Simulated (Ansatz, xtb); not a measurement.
**Relative energy of two isomers of C4H5NS**

Structure I: `Cc1cncs1`, a singlet. Structure II: `Cc1cscn1`, a singlet. Both are isolated molecules in the gas phase, relaxed with PBE-D3(BJ)/def2-SVP.

I (Å):

```xyz
11

C    -1.7227    0.9034   -0.0756
C    -0.6481    0.9718    0.9624
C     0.1953    2.0256    1.2733
C     0.9789    0.6096    2.7688
N     1.1012    1.8168    2.2830
S    -0.2687   -0.3674    2.0159
H    -1.7782    1.8671   -0.6183
H    -2.7202    0.7067    0.3696
H    -1.5312    0.1043   -0.8217
H     0.1675    2.9969    0.7562
H     1.5893    0.1968    3.5861
```

II (Å):

```xyz
11

C    -1.7539    0.9251    0.1252
C    -0.5639    1.0598    1.0268
C     0.0133    2.2511    1.4366
C     1.0649    0.2306    2.2858
N     0.0497   -0.0742    1.5211
S     1.3655    1.9457    2.4725
H    -2.5705    0.3769    0.6383
H    -2.1375    1.9124   -0.1932
H    -1.4923    0.3387   -0.7794
H    -0.2869    3.2746    1.1835
H     1.7077   -0.5045    2.7931
```

Question: Estimate which is lower in electronic energy at CCSD(T)/def2-SVP + ΔMP2/def2-TZVPP, and by roughly how much.

Answer: The CCSD(T)/def2-SVP + ΔMP2/def2-TZVPP calculation puts structure II lower, by 1.65 kcal/mol.

Level by level:

```tsv
level	geometry	E(II) − E(I) (kcal/mol)	departure from the last row (kcal/mol)	job, with rough time for the two
GFN2-xTB	GFN2-xTB	−0.73	+0.92	optimisation, 0.17 s
HF/STO-3G	GFN2-xTB	−0.57	+1.08	single point, 0.56 s
r2SCAN-D4/def2-SVP	GFN2-xTB	−1.16	+0.49	single point, 4 s
PBE-D3(BJ)/def2-SVP	PBE-D3(BJ)/def2-SVP	−0.91	+0.73	optimisation, 18 s
HF/def2-SVP	PBE-D3(BJ)/def2-SVP	−1.41	+0.24	part of the CCSD(T) run
MP2/def2-SVP	PBE-D3(BJ)/def2-SVP	−0.98	+0.66	part of the CCSD(T) run
CCSD(T)/def2-SVP	PBE-D3(BJ)/def2-SVP	−1.13	+0.52	single point
CCSD(T)/def2-SVP + ΔMP2/def2-TZVPP	PBE-D3(BJ)/def2-SVP	−1.65		single point, 45 s
```

As drawn, both hold the same kinds of bond in the same numbers.

None of the levels shown reverses the order. The largest departure from CCSD(T)/def2-SVP + ΔMP2/def2-TZVPP is that of HF/STO-3G, 1.08 kcal/mol. The last row adds to CCSD(T) the change of the MP2 difference between the two basis sets, here −0.52 kcal/mol.

With thermal terms from frequencies at re-optimised GFN2-xTB minima (ideal gas, soft modes damped towards free rotors, one conformer each, 298.15 K, 1 atm): on the last row, ΔE + ΔZPE = −1.74, ΔH = −1.72, ΔG = −1.80 kcal/mol.

The correlated steps freeze 10 core orbitals. Codes used: Ansatz 0.2.0, xtb 6.7.1; the last row on 2 threads of Intel(R) Xeon(R) Processor on a shared host.
